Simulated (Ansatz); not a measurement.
The cluster B3⁻. Total charge -1; triplet. Geometry PBE-D4/def2-TZVPD; atoms count from 1.

Cartesian coordinates in Å:
```
B -0.078 0.958 0.106
B 0.154 -0.451 0.713
B -0.076 -0.507 -0.819
```

The highest occupied level of the charge -1 triplet lies above zero (up to 0.16 eV). The electron is either unbound and held by the finite basis, or the level is raised by self-interaction error. At PBE0-D4/def2-TZVPD a singlet of charge -1 lies 0.97 eV below the triplet, each at its own geometry. The structure comes from a short search, and lower isomers may exist.

Question: Estimate the Mulliken populations from the PBE0/def2-TZVPD orbitals of Ansatz.

Answer: 
| atom | charge (e) | spin (α − β) |
| --- | --- | --- |
| B1 | -0.22 | 0.72 |
| B2 | -0.55 | 0.55 |
| B3 | -0.22 | 0.72 |
Mulliken values depend strongly on the basis. With diffuse functions, as here, like atoms can get unlike values, and bond orders can come out too low or too high.

Question: Where does the spin sit?

Answer: Summed by element: B 2.00, of 2 unpaired in all. Largest on single atoms: B3 0.72, B1 0.72, B2 0.55.

Question: And the Mayer bond orders between heavy atoms (over 0.3)?

Answer: B1–B2 1.77 (1.55 Å); B1–B3 1.14 (1.73 Å); B2–B3 1.77 (1.55 Å).
